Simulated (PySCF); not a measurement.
Atoms are numbered as in `[CH3:1][C:2]1=[CH:3][CH2:4]1` (H(Xn): hydrogen on atom n).

Computed data (PySCF 2.14): GIAO PBE0/pcSseg-1 shieldings, GFN2-xTB structure. Isolated molecule, non-relativistic Hamiltonian, averaged over atoms made equivalent by symmetry, fast rotation or ring inversion, single conformer.

References, each an isolated molecule treated in the same way: TMS for ¹³C, ¹H.

```json
{"atoms": "H(C3)", "nucleus": "¹H", "count": "1", "δ (ppm)": "6.63"}
{"atoms": "H(C4)", "nucleus": "¹H", "count": "2", "δ (ppm)": "?"}
{"atoms": "C2", "nucleus": "¹³C", "count": "1", "δ (ppm)": "126.5"}
{"atoms": "C3", "nucleus": "¹³C", "count": "1", "δ (ppm)": "107.5"}
{"atoms": "C1", "nucleus": "¹³C", "count": "1", "δ (ppm)": "15.4"}
{"atoms": "H(C1)", "nucleus": "¹H", "count": "3", "δ (ppm)": "2.37"}
{"atoms": "C4", "nucleus": "¹³C", "count": "1", "δ (ppm)": "?"}
```

**Question.** Estimate the values marked ?.

**Answer.** 
- C4: 8.7 ppm, three-membered-ring carbon; carbons of three-membered rings are unusually shielded
- H(C4): 0.89 ppm, hydrogen on a three-membered-ring carbon; cyclopropane-type protons are shielded by the ring

Shifts are as computed. Against solution values, carbons near 30 ppm lie about +3 ppm off and those near 130 ppm about +5 ppm. Of 1211 compounds with measured shifts, 218 miss one by over three times the rms of a fit or turn the order of signals round; such compounds aren't used in these exercises.
